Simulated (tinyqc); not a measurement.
Worked calculation: geometry optimisation on the PBE/sto-3g surface (energies and gradients from PySCF), for H2O, spin multiplicity 1. One step of it, computed by the program tinyqc.

Task: Step 2: move. Quasi-Newton step p = -H^(-1) g (the inverse Hessian comes from BFGS updates; coordinates in the order x, y, z of each atom); steps longer than 0.1 bohr are cut back.

positions after step 1 (bohr):
```
           x          y         z
1O  0.024181   0.025790  0.007664
2H  0.036312   1.463830  1.194434
3H  0.011316  -1.446158  1.222427
```

gradient (hartree/bohr):
```
              x            y            z
1O   0.00016726   0.02069463   0.05776752
2H  -0.00025741  -0.03078345  -0.03756840
3H   0.00009037   0.01008979  -0.02021047
```

inverse Hessian in use (bohr^2/hartree):
```
           1          2          3          4          5          6          7          8
1   1.666642  -0.002973  -0.002266   0.000023   0.002741   0.002361   0.000002   0.000232
2  -0.002973   1.315100  -0.266224   0.002728   0.323660   0.278305   0.000242   0.027894
3  -0.002266  -0.266224   1.543517   0.001885   0.223230   0.171265   0.000378   0.042986
4   0.000023   0.002728   0.001885   1.666646  -0.002461  -0.002069  -0.000002  -0.000267
5   0.002741   0.323660   0.223230  -0.002461   1.374791  -0.245211  -0.000277  -0.031773
6   0.002361   0.278305   0.171265  -0.002069  -0.245211   1.466227  -0.000289  -0.033084
7   0.000002   0.000242   0.000378  -0.000002  -0.000277  -0.000289   1.666667   0.000035
8   0.000232   0.027894   0.042986  -0.000267  -0.031773  -0.033084   0.000035   1.670546
9  -0.000095  -0.012083  -0.048139   0.000183   0.021989   0.029187  -0.000089  -0.009907

           9
1  -0.000095
2  -0.012083
3  -0.048139
4   0.000183
5   0.021989
6   0.029187
7  -0.000089
8  -0.009907
9   1.685629
```

Give: positions after step 2.

Result:

positions after step 2 (bohr):
```
         x        y        z
1O  0.0243   0.0338  -0.0641
2H  0.0364   1.4781   1.2272
3H  0.0111  -1.4685   1.2614
```
